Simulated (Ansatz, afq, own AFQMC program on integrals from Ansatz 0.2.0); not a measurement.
Integrals from Ansatz 0.2.0, then the random walk in our own AFQMC program (afq).

```yaml
crystal:
  periodic: [false, false, false]
  atoms:
    - {symbol: Si, position_ang: [0.000000, -0.005087, 1.569326]}
    - {symbol: Ge, position_ang: [0.000000, -0.025019, -0.581267]}
    - {symbol: H, position_ang: [0.000000, 1.325466, 0.525860]}
    - {symbol: H, position_ang: [0.000000, 0.619324, -2.363358]}
basis:
  gaussian: {orbitals: cc-pVDZ}
magnetization: {spin_polarized: false}
correlation: {method: ccsd_t, electrons: outside_noble_gas, hamiltonian_folder: ham}
```

```sh
$ ansatz run in.yaml --threads 1 --pin off --events-out ev --progress --plain --max-ram 1382MiB
```

Options of the walk:

```
--method phaseless --trial cisd --walkers 70 --populations 1 --least-time 40 --time-step 0.005 --steps-per-block 50 --equilibration-blocks 28 --max-blocks 300 --target-error 0.00038 --factor-cut 1e-05 --seed 1292 --release-times 0.24,0.51,0.99,1.62,2.4 --release-step 0.03 --release-every 4 --taylor-order 6
```

Times are imaginary, in 1/Eh. The walk had a cap of 536 s. Filled inner d shells are frozen with the cores.

afq prints:

```
orbitals 36  electrons 5 5  factors 285 of 599
reference energy -2365.29788831 Eh
CCSD correlation -0.22259169 Eh in 12 cycles, weight of the determinant in the CISD state 0.8266
energy of the start -2365.520480 Eh
 block  time / (1/Eh)  mean weight  energy / Eh
     1     0.250  1.0011  -2365.516473
     2     0.500  1.0022  -2365.517276
     3     0.750  0.9998  -2365.518143
     4     1.000  0.9998  -2365.519713
     5     1.250  0.9990  -2365.523139
     9     2.250  0.9988  -2365.529520
    33     8.250  0.9997  -2365.526557
    65    16.250  1.0001  -2365.535106
    97    24.250  1.0000  -2365.527440
   129    32.250  1.0001  -2365.532332
   161    40.250  1.0002  -2365.532741
   193    48.250  1.0001  -2365.533373
   209    52.250  0.9991  -2365.523241
   225    56.250  0.9993  -2365.533587
   257    64.250  0.9999  -2365.542154
   289    72.250  0.9993  -2365.532840
   313    78.250  0.9988  -2365.550579
   321    80.250  0.9972  -2365.534285
blocks merged  error / Eh  count
     1  0.000363  300
     2  0.000464  150
     4  0.000596  75
     8  0.000719  37
    16  0.000923  18
    32  0.000744  9
released: time / (1/Eh)  energy / Eh  error  mean overlap
  0.24  -2365.535455  0.000915  0.9900
  0.51  -2365.535209  0.000783  0.9898
  0.99  -2365.535109  0.000687  0.9869
  1.62  -2365.535223  0.000935  0.9799
  2.40  -2365.535571  0.000812  0.9667
energy -2365.534710 +/- 0.000923 Eh
(rows thinned)
```

The run failed at least one of its tests; the cautions name the faults.

Against this walk (error 25.1 meV) on the same determinant: CCSD(T) 53.9 meV higher, CCSDT(Q) 12.7 meV lower (within the noise). The error is statistical and leaves out the bias of the constraint. Released to 2.40 1/Eh the energy moves by -23 ± 33 meV (both errors), within twice the noise.

Cautions: constraint bias not in the error; error not settled; error above the target (25.1 against 10.3 meV); no relativity below Rb; no spin-orbit coupling; inner d shell frozen; higher spins were not checked; restricted determinant unstable towards unrestricted (UHF 67 meV lower, ⟨S²⟩ 0.37); raised T1 diagnostic (T1 0.021, weight of the determinant 0.83, largest double 0.14); the bias of populations of 70 walkers isn't removed.

The walk took 3.1 min on 1 thread of Arm Neoverse V2 (shared host). The log's last line is the phaseless energy.

CCSDT and higher add their correlation energy to the determinant of the CCSD(T) run, since their own runs factorise the integrals more tightly (a shift of under 2 meV). A walk keeps the symmetry of its determinant, which the program's search chose and which needn't be the lowest solution, so a lower state of the same spin and another symmetry isn't excluded.
